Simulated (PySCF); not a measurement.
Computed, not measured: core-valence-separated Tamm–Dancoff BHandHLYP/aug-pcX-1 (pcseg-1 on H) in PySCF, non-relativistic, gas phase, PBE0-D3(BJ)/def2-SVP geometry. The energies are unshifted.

Main lines of an unknown, eV (oscillator strength): C K: 281.9 (0.062), 282.9 (0.042), 283.2 (0.085), 283.3 (0.065), 283.6 (0.029); N K: 396.7 (0.057), 396.7 (0.059). Listed: the first five lines at most of each edge with a tenth or more of its strongest line's intensity; roots within 0.03 eV on the same or equivalent atoms are summed. Only the lowest roots were sought, and the top ones are left out.

**Question.** Which candidate gives them?
A. (Z)-pent-2-en-4-ynenitrile, `C#C/C=C\C#N`
B. vinylcyanoacetylene, `C=CC#CC#N`

**Answer.** B. 

- `C=CC#CC#N`: C K: 281.9 (0.062), 282.9 (0.042), 283.2 (0.085), 283.3 (0.065), 283.6 (0.029); N K: 396.7 (0.057), 396.7 (0.059). First C line listed at 281.9 eV, hole on the terminal =CH2 carbon (1s→π*); first N line listed at 396.7 eV, hole on the nitrile nitrogen (1s→π*).
- `C#C/C=C\C#N`: C K: 282.6 (0.024), 282.6 (0.086), 282.7 (0.048), 283.1 (0.023), 283.4 (0.035); N K: 396.5 (0.053), 397.3 (0.064), 401.6 (0.010). First C line listed at 282.6 eV, hole on the alkene CH carbon (1s→π*); first N line listed at 396.5 eV, hole on the nitrile nitrogen (1s→π*).

One conformer each; other structures than these candidates weren't tested.
